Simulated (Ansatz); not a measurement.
Energy profile

The step: Si₂H₅Cl ([SiH3][SiH2][Cl]) → SiH₃Cl ([SiH3][Cl]) + SiH₂ (still joined by a long Si–Cl bond); bonds formed: Si1–Cl3; bonds broken: Si1–Si2; bonds weakened to dative contacts: Si2–Cl3 (atoms numbered as in the saddle structure below).

```xyz
8
angstrom
Si -0.4037 -0.2387 1.1332
Si 0.0401 0.6264 -1.3428
Cl 1.2901 -0.9384 -0.1105
H -0.1090 -0.2413 -2.5643
H 1.2197 1.4716 -1.7437
H -1.7436 -0.7099 0.7193
H -0.2929 1.1483 1.6352
H -0.0007 -1.1180 2.2739
```

Electronic energies by CCSD(T) at an estimated basis limit (MP2 extrapolated from triple and quadruple zeta, plus CCSD(T) − MP2 in triple zeta), on PBE0-D4/def2-TZVP structures; Si₂H₅Cl, closed shell; no counterpoise correction. Ansatz 0.2.0; basis: def2-TZVPP and def2-QZVPP; cores frozen in the correlated methods. Extrapolation: Hartree–Fock as exp(−7.88 √X), correlation as X^−2.97.

Give the profile in kcal/mol, counted from the start structure. (To be estimated.)

By the calculation:
```json
{"point": "start structure", "kcal/mol": "0.00"}
{"point": "saddle", "kcal/mol": "51.99"}
{"point": "end structure", "kcal/mol": "47.72"}
{"point": "separated: SiH₃Cl (linked as [SiH3][Cl]; Si1, Cl3, H6, H7, H8; singlet) + SiH₂ (Si2, H4, H5; singlet)", "kcal/mol": "56.36"}
```

T1 diagnostic: at most 0.015. The restricted Hartree–Fock reference is unstable towards an unrestricted one at one or more of these structures.

Losses and insertions of silylenes and their heavier kin drive the gas-phase chemistry of silicon and germanium vapour deposition.

For scale, one of the runs: CCSD(T)/def2-TZVPP, 196 basis functions, launched by `ansatz run in.yaml --threads 2 --pin off --events-out ev --progress --plain --max-ram 4352MiB`. The run took 41 s on 2 CPU threads of an Arm Neoverse V1 (shared host), with 2 GiB of host memory at its peak.
